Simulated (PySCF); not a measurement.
Peak assignment

Geometry (Å), atoms numbered from 1 in this order:
```xyz
9

C    -1.610   -1.001   -0.573
C    -0.485   -1.042    0.158
C     0.408    0.051    0.288
C     1.188    0.981    0.410
C     2.065    2.027    0.544
N     2.810    2.914    0.659
H    -1.903   -0.100   -1.118
H    -2.263   -1.874   -0.638
H    -0.210   -1.955    0.698
```

Calculated, not measured (PySCF 2.14.0 with density-fitted response routines): shieldings: GIAO PBE/pcSseg-2, geometry from PBE0-D3(BJ)/def2-SVP, J: B3LYP/pcJ-1. Single conformer, gas phase, non-relativistic Hamiltonian.

References, each an isolated molecule treated in the same way: ¹³C (σ = 179.39 ppm) and ¹H (σ = 31.18 ppm) vs TMS.

Q: Assign these signals to the numbered atoms. ¹³C{¹H} NMR (computed): δ 148.7 (CH2), 123.9 (CH), 110.2 (C), 84.0 (C), 74.1 (C).

A: 
| δ (ppm) | atoms | environment | reason |
| --- | --- | --- | --- |
| 148.7 | C1 | terminal =CH2 carbon | an sp2 carbon of a C=C bond |
| 123.9 | C2 | alkene CH | as expected for a trigonal carbon in a double bond |
| 110.2 | C5 | nitrile carbon | C≡N carbons fall here, among the sp2 signals but without a proton |
| 84.0 | C3 | alkyne carbon | the triple bond shields along its axis, which puts it between sp3 and sp2 carbons |
| 74.1 | C4 | alkyne carbon | – |

Q: Assign these signals to the numbered atoms. ¹H NMR (600 MHz, computed): δ 6.42 (m, 1H), 6.22 (m, 1H), 6.14 (m, 1H).

A: 
6.42 → H7, hydrogen on a terminal =CH2 carbon: olefinic region
6.22 → H8, hydrogen on a terminal =CH2 carbon
6.14 → H9, hydrogen on an alkene CH: olefinic region

H8 and H9 lie closer than the usual error of such a calculation, so a measured spectrum could show them in the other order.

Splittings below 1 Hz are ignored in the labels, and close J values are merged. Unscaled 3J(H,H) at this level run about 10 % above measured values. Shifts are as computed, not scaled to solution data. Of 1211 compounds with measured shifts, 218 miss one by over three times the rms of a fit or turn the order of signals round; such compounds aren't used in these exercises.
